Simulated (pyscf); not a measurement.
PySCF, gas phase, ωB97X-D3(BJ)/def2-SVP geometries.

Q: For the elementary gas-phase step trichlorosilane (Cl–SiH(Cl)–Cl) + hydrogen chloride (HCl) → silicon tetrachloride (Cl–Si(Cl)(Cl)–Cl) + hydrogen (H₂) (singlet surface; H–Si, Cl–H broken, Cl–Si, H–H formed), what barrier and reaction energy does ωB97M-D3(BJ)/def2-TZVP give, measured from the separated reactants?

A: ΔE‡ = 43.5 kcal/mol, ΔE = -16.6 kcal/mol. Zero-point energy shifts the barrier by -0.1 kcal/mol. It is a four-centre exchange, with an imaginary mode of 1032i cm⁻¹. This is the saddle that the search found; another between the same sides may lie lower.
